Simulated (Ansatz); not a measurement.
The same path of H₃NOSi (6 atoms, charge 0, multiplicity 1) was run twice with different band settings. The coordinate that changes most is the dihedral N1–Si2–O3–H6.

All numbers below come from RKS r2SCAN/def2-SVP in Ansatz 0.2.0.

Relaxed end points:

```xyz
6
Properties=species:S:1:pos:R:3
N -1.229 -0.535 -0.242
Si 0.205 0.165 -0.291
O 1.114 0.290 1.074
H -1.826 -0.635 -1.059
H 1.037 0.803 -1.342
H 0.698 -0.089 1.861
```

```xyz
6
Properties=species:S:1:pos:R:3
N -1.408 -0.585 -0.399
Si 0.033 0.048 -0.141
O 0.650 -0.003 1.384
H -1.826 -0.574 -1.327
H 1.028 0.727 -1.026
H 1.522 0.387 1.509
```

Common settings: movable images 9; climbing image yes; spring 5.0 eV/Å²; optimiser quadratic models (default); start path through a guess of the saddle point; iteration limit 60; end points relaxed.

| run | force threshold |
| --- | --- |
| 1 | 0.05 eV/Å |
| 2 | 0.5 eV/Å |

Problem. What does each run give, and how far can it be trusted?

Solution. Run 1: converged after 9 iterations, highest image 0.280 eV above the first end. A vibrational analysis at the climbing image gives one clearly imaginary mode, 404i cm⁻¹: a first-order saddle point.
Run 2: converged after 3 iterations, highest image 0.292 eV above the first end. The threshold of 0.5 eV/Å is loose, so the images may lie well off the minimum-energy path. The order of the stationary point at the top wasn't checked.
